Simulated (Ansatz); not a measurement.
# SiNH₆ (doublet): the correlation ladder at distance N1–H4 along a hydrogen transfer = 1.012 Å, cc-pVDZ

Aim: climb from Hartree-Fock through coupled cluster and multireference methods for SiNH₆ (doublet) at one geometry and basis, and see what each rung misses.

Computed with Ansatz 0.2.0, Gaussian basis. Level: cc-pVDZ, core rule «outside noble gas», up to 6 orbitals frozen.

To be run: UHF; CCSD(T) on ROHF; CCSD(T) on UHF; BCCD(T) on ROHF; CISD; CCSDT(Q) on ROHF; CCSDT(Q) on UHF; CASSCF and MRCISD+Q, 3 electrons in 3 orbitals; CASSCF and NEVPT2, 3 electrons in 3 orbitals.

1 further run of the same task is left out (it didn't finish).

## Step 1: The geometry

The geometry derives from fragments relaxed apart (PBE0/def2-TZVP) and kept rigid, so it is no stationary point. A hydrogen atom is moved between rigid fragments.

8 atoms, charge 0, spin multiplicity 2.

Atoms are counted from 1 here; the program's logs count them from 0.

Bond lengths: N1–H2 1.012 Å, N1–H3 1.012 Å, N1–H4 1.012 Å, Si5–H6 1.486 Å, Si5–H7 1.486 Å, Si5–H8 1.486 Å. Angles: H2–N1–H3 107.1°, H2–N1–H4 107.1°, H3–N1–H4 107.1°, H6–Si5–H7 111.3°, H6–Si5–H8 111.3°, H7–Si5–H8 111.3°.

Coordinates:

```
N    -2.0694   -0.0118   -0.0184
H    -2.3667    0.9560   -0.0184
H    -2.3667   -0.4141    0.8618
H    -1.0569   -0.0118   -0.0184
Si    1.0756   -0.0118   -0.0184
H     1.5256   -1.4281   -0.0184
H     1.5256    0.6963   -1.2449
H     1.5256    0.6963    1.2081
```

## Step 2: UHF

in.yaml

```yaml
crystal:
  periodic: [false, false, false]
  atoms:
    - {symbol: N, position_ang: [-2.069402, -0.011841, -0.018431]}
    - {symbol: H, position_ang: [-2.366682, 0.955993, -0.018431]}
    - {symbol: H, position_ang: [-2.366681, -0.414140, 0.861829]}
    - {symbol: H, position_ang: [-1.056941, -0.011841, -0.018431]}
    - {symbol: Si, position_ang: [1.075598, -0.011841, -0.018431]}
    - {symbol: H, position_ang: [1.525571, -1.428094, -0.018431]}
    - {symbol: H, position_ang: [1.525572, 0.696285, -1.244942]}
    - {symbol: H, position_ang: [1.525573, 0.696286, 1.208081]}
basis:
  gaussian: {orbitals: cc-pVDZ}
magnetization: {spin_polarized: true, initial_magnetization: 1}
hamiltonian: {xc: hf}
output: {orbitals: {seedname: orbitals}}
```

Launch:

```console
$ ansatz run in.yaml --threads 1 --pin off --events-out ev --progress --plain --max-ram 4096MiB --backend cpu
```

Further steps of the session: CCSD(T) on ROHF; CCSD(T) on UHF; BCCD(T) on ROHF; CISD; CCSDT(Q) on ROHF; CCSDT(Q) on UHF; CASSCF and MRCISD+Q, 3 electrons in 3 orbitals; CASSCF and NEVPT2, 3 electrons in 3 orbitals.

Before running them: what should the planned runs give, taken together? Wanted: UCCSDT(Q) below the RHF energy; RMP2 from UCCSDT(Q); UMP2 from UCCSDT(Q); RCCSD from UCCSDT(Q); RCCSD(T) from UCCSDT(Q); UCCSD(T) from UCCSDT(Q); RCCSDT(Q) from UCCSDT(Q); T1 diagnostic.

**Answer**, as computed:

```
                         quantity                                                   value
   UCCSDT(Q) below the RHF energy                                              -9.2384 eV
              RMP2 from UCCSDT(Q)                                         +31.73 kcal/mol
              UMP2 from UCCSDT(Q)                                         +31.68 kcal/mol
             RCCSD from UCCSDT(Q)                                          +5.10 kcal/mol
          RCCSD(T) from UCCSDT(Q)                                          +0.86 kcal/mol
          UCCSD(T) from UCCSDT(Q)                                          +0.86 kcal/mol
         RCCSDT(Q) from UCCSDT(Q)                                          +0.01 kcal/mol
levels within 1 kcal/mol (43 meV)  RCCSD(T), UCCSD(T), BCCD(T), RCCSDT, UCCSDT, RCCSDT(Q)
                    T1 diagnostic                                                   0.015
```

In words: RCCSD(T) misses by +0.86 kcal/mol, 0.4 % of the correlation energy. These misses are within one basis, not against nature; the frozen cores of restricted and unrestricted runs differ, which can shift their rows.
